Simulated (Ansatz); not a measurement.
**H₂S₃: one species, many methods**

An exercise on one series of results from a longer session: the logs are not shown, and one member is left open.

The runs use Ansatz 0.2.0, Gaussian basis; functionals in def2-TZVPP, the program's frozen cores in correlated methods.

The runs, in order: LDA (SPW92), PBE-D4, revPBE-D4, BLYP-D4, r2SCAN-D4, B97M-V, PBE0-D4, B3LYP-D4, r2SCANh-D4, r2SCAN0-D4, HSE06-D4, BHLYP-D4, CAM-B3LYP-D4, LC-ωPBE, ωB97X-V, ωB97M-V, B2PLYP, PBE-QIDH; CCSD(T)/def2-SVP; CCSD(T)/def2-TZVPP; MP2/def2-QZVPP; extrapolation to the limit; RPA on PBE.

## The geometry

An earlier PBE0-D4 in a triple-zeta def2 set relaxation fixed the geometry.

SMILES `SSS`, 5 atoms, charge 0, spin multiplicity 1.

Atoms are counted from 1 here; the program's logs count them from 0.

Bond lengths: S1–S2 2.045 Å, S1–H4 1.348 Å, S2–S3 2.045 Å, S3–H5 1.348 Å. Angles: S2–S1–H4 98.3°, S1–S2–S3 107.8°, S2–S3–H5 98.3°.

The first run:

The input, in.yaml:

```yaml
crystal:
  periodic: [false, false, false]
  atoms:
    - {symbol: S, position_ang: [-1.569736, -0.757232, 0.062424]}
    - {symbol: S, position_ang: [-0.374141, 0.754028, 0.747860]}
    - {symbol: S, position_ang: [1.543913, 0.048415, 0.827139]}
    - {symbol: H, position_ang: [-1.475770, -0.497348, -1.256497]}
    - {symbol: H, position_ang: [1.925533, 0.378436, -0.422428]}
basis:
  gaussian: {orbitals: def2-TZVPP}
hamiltonian: {xc: lda}
output: {orbitals: {seedname: orbitals}}
```

Started as:

```sh
$ ansatz run in.yaml --threads 2 --pin off --events-out ev --progress --plain --max-ram 4352MiB
```

Steps of the session up to this table: LDA; PBE-D4 (GGA); revPBE-D4 (GGA); BLYP-D4 (GGA); r2SCAN-D4 (meta-GGA); B97M-V (meta-GGA); B3LYP-D4 (hybrid); r2SCANh-D4 (hybrid); r2SCAN0-D4 (hybrid); HSE06-D4 (hybrid); BHLYP-D4 (hybrid); CAM-B3LYP-D4 (range-separated); LC-ωPBE (range-separated); ωB97X-V (range-separated); ωB97M-V (range-separated); B2PLYP (double hybrid); PBE-QIDH (double hybrid).

One table of the session follows, with a row left open; its other results are not shown here.

It belongs to the step «Orbital energies across the functionals». 

| functional | HOMO (eV) | gap (eV) |
| --- | --- | --- |
| LDA (SPW92) | -6.34 | 3.94 |
| PBE-D4 | -6.25 | 4.06 |
| revPBE-D4 | -6.21 | 4.10 |
| BLYP-D4 | -6.08 | 4.03 |
| r2SCAN-D4 | -6.51 | 4.49 |
| B97M-V | -6.59 | 4.67 |
| PBE0-D4 | -7.46 | 6.21 |
| B3LYP-D4 | -7.21 | 5.75 |
| r2SCANh-D4 | -6.96 | 5.28 |
| r2SCAN0-D4 | -7.63 | 6.47 |
| HSE06-D4 | -7.06 | 5.44 |
| BHLYP-D4 | -8.52 | 8.35 |
| CAM-B3LYP-D4 | -8.74 | 8.64 |
| LC-ωPBE | -10.12 | 11.20 |
| ωB97X-V | ? | ? |
| ωB97M-V | -9.57 | 10.43 |

Q: Estimate the row for ωB97X-V from the others.

**Answer.** HOMO (eV): -9.76; gap (eV): 10.74. In the column «HOMO (eV)» it lies between LC-ωPBE (-10.12) and ωB97M-V (-9.57).
